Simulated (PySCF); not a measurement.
PySCF input file for CH3F, SMILES CF, PBE0/pcSseg-2. The structure is a stationary point at r2SCAN-D4/def2-TZVP.

```python
import numpy as np
from pyscf import gto, scf, dft
from pyscf.prop.nmr import rks as nmr

mol = gto.M(
    atom='''
    C     0.00000000   -0.00000000    0.63476286
    F    -0.00000000    0.00000000   -0.75227930
    H     0.89522344    0.51685749    0.98731217
    H    -0.89522344    0.51685749    0.98731217
    H    -0.00000000   -1.03371498    0.98731217
    ''',
    basis='pcSseg-2',
    charge=0,
    spin=0,
    max_memory=1600,
    verbose=3,
)
mf = dft.RKS(mol, xc='pbe0')
mf.grids.level = 3
mf.conv_tol = 1e-10
mf.max_cycle = 100
mf.kernel()
n = nmr.NMR(mf)
n.verbose = 2
n.max_cycle_cphf = 60
sigma = n.kernel()
print('atom   isotropic/ppm   span/ppm')
for i, s in enumerate(sigma):
    w = np.linalg.eigvalsh((s + s.T) / 2)
    print(f'{mol.atom_symbol(i):2s}{i + 1:3d} {w.mean():14.3f} {w[2] - w[0]:11.3f}')
```

It prints:

```
converged SCF energy = -139.654350727636
atom   isotropic/ppm   span/ppm
C   1        109.498     109.331
F   2        465.507      63.184
H   3         27.157       7.445
H   4         27.157       7.445
H   5         27.157       7.445
```

The calculation finished and met its thresholds.

Cost: very roughly 15 core-seconds.
